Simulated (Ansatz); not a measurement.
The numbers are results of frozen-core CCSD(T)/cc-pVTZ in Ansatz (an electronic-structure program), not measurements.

Ansatz 0.2 input:
```yaml
crystal:
  periodic: [false, false, false]
  atoms:
    - { symbol: Cl, position_ang: [0.0, 0.0, 0.0] }
basis:
  gaussian: { orbitals: cc-pVTZ }
correlation:
  method: ccsd_t
magnetization:
  spin_polarized: true
  initial_magnetization: 1
```

Output:

```
Functional definition: HF
196 factors; integrals over basis functions are off by at most 1.5e-4 eV
mean field evaluation 1: about -12503.0172 eV, gradient 5.7e0 eV
mean field evaluation 2: about -12503.0196 eV, gradient 5.7e0 eV
mean field evaluation 4: about -12503.2315 eV, gradient 5.2e-1 eV
mean field evaluation 8: about -12503.2356 eV, gradient 4.2e-3 eV
mean field evaluation 16: about -12503.2330 eV, gradient 5.9e-1 eV
mean field evaluation 32: about -12503.2356 eV, gradient 2.6e-3 eV
mean field evaluation 64: about -12503.2356 eV, gradient 4.0e-3 eV
mean field -12503.23561632 eV, -459.4854339022 hartree, gradient 3.9e-6 eV, S^2 0.759299; 4 other end points of the search recorded, 0 dependent functions left out
5 core orbitals not correlated
reference -12503.23561632 eV, -459.4854339022 hartree; 4, 3 occupied and 25, 26 virtual orbitals, 196 factors
second order -4.29743940 eV of doubles, -0.00000000 eV of singles
cycle   1  -4.78249330 eV  change   -4.9e-1 eV  update   3.8e-2
cycle   2  -4.91513560 eV  change   -1.3e-1 eV  update   1.2e-2
cycle   3  -4.92155891 eV  change   -6.4e-3 eV  update   2.6e-3
cycle   4  -4.92111160 eV  change    4.5e-4 eV  update   3.9e-4
cycle   5  -4.92107844 eV  change    3.3e-5 eV  update   9.5e-5
cycle   6  -4.92110391 eV  change   -2.5e-5 eV  update   2.7e-5
cycle   7  -4.92110386 eV  change    5.2e-8 eV  update   7.2e-6
perturbative correction -0.15039659 eV, -0.0055269729 hartree
Total energy: -12508.30711677 eV, -459.6718081062 hartree
```

Cost: about 0.6 core-seconds (a rough figure).
